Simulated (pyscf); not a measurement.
5 gas-phase steps of one pattern: four-centre exchange on the singlet surface, F–H + H–Nb or F–H + H–Ta or F–H + H–W broken and F–Nb + H–H or F–Ta + H–H or F–W + H–H formed. Single points on ωB97X-D3(BJ)/def2-SVP structures (PySCF, gas phase). Electronic energies in kcal/mol, between the relaxed ends of the descent from the saddle (adducts or complexes of the species named), with the reactant end as zero; ΔE‡ and ΔE at ωB97X-D3(BJ)/def2-TZVP. Rows were drawn at random from the steps of this pattern with a verified saddle, stable references and a bound adduct at one end at least.

```
row                                                                                                                                                     step     ΔE   ΔE‡
---  -------------------------------------------------------------------------------------------------------------------------------------------------------  -----  ----
1                     HF (SMILES F) + F–TaH(F)(F)–F (SMILES [F][TaH]([F])([F])[F]) → F–Ta(F)(F)(F)–F (SMILES [F][Ta]([F])([F])([F])[F]) + H₂ (SMILES [H][H])  -32.2     ?
2                     HF (SMILES F) + F–NbH(F)(F)–F (SMILES [F][NbH]([F])([F])[F]) → F–Nb(F)(F)(F)–F (SMILES [F][Nb]([F])([F])([F])[F]) + H₂ (SMILES [H][H])  -30.0   6.7
3    Cl–TaH(Cl)(Cl)–Cl (SMILES [Cl][TaH]([Cl])([Cl])[Cl]) + HF (SMILES F) -> F–Ta(Cl)(Cl)(Cl)–Cl (SMILES [F][Ta]([Cl])([Cl])([Cl])[Cl]) + H₂ (SMILES [H][H])  -28.0   6.8
4                       O=WH(F)(F)–F (SMILES [O]=[WH]([F])([F])[F]) + HF (SMILES F) → O=W(F)(F)(F)–F (SMILES [O]=[W]([F])([F])([F])[F]) + H₂ (SMILES [H][H])  -21.1  17.3
5                                   HF (SMILES F) + F–WH₃(F)–F (SMILES [F][WH3]([F])[F]) → F–WH₂(F)(F)–F (SMILES [F][WH2]([F])([F])[F]) + H₂ (SMILES [H][H])  -16.1  12.4
```

### Question
From a straight line through the complete rows, estimate the missing barrier and say how far the line can be trusted.

### Answer
Over the 4 complete rows the means are -23.8 (ΔE) and 10.8 (ΔE‡); least squares gives b = 0.59 and a = 24.8 kcal/mol, with residuals of 3.0 kcal/mol (root mean square; largest 4.9, row 4). For row 1: 24.8 + 0.59 × (-32.2) = 5.8 kcal/mol, an extrapolation. The computed barrier is 4.3 kcal/mol, 1.5 under the line. The scatter is large against the spread of the barriers, so the line says little here. Each barrier is that of the saddle found. Elements past Kr carry the def2 core potentials, without spin-orbit coupling.
